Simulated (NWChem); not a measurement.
System: ethane (C2H6); SMILES CC

Here is an NWChem input.

```
start job
memory heap 200 mb stack 900 mb global 1100 mb
geometry units angstroms noautosym nocenter noautoz
  C      0.000000     0.000000     0.759312
  C      0.000000     0.000000    -0.759312
  H     -0.719343     0.719343     1.157926
  H      0.982641     0.263298     1.157926
  H     -0.263298    -0.982641     1.157926
  H     -0.982641    -0.263298    -1.157926
  H      0.719343    -0.719343    -1.157926
  H      0.263298     0.982641    -1.157926
end
basis spherical
  * library 6-31g*
end
dft
  xc m05-2x
  iterations 150
end
cosmo
  do_cosmo_smd true
  solvent water
end
task dft energy
```

All runs use the structure optimised with PBE0-D3(BJ)/def2-TZVP. Solvent: water.

Level: M05-2X/6-31G* with SMD (1 M gas to 1 M solution), gas-phase geometry.

Question: Give the results of this calculation. (M05-2X/6-31G* (spherical d), SMD on the gas-phase geometry.) Quantities: solvation free energy (kcal/mol); cavity-dispersion-structure term (kcal/mol).

Answer: 
```yaml
solvation free energy (kcal/mol): 1.8
cavity-dispersion-structure term (kcal/mol): 2.3
```
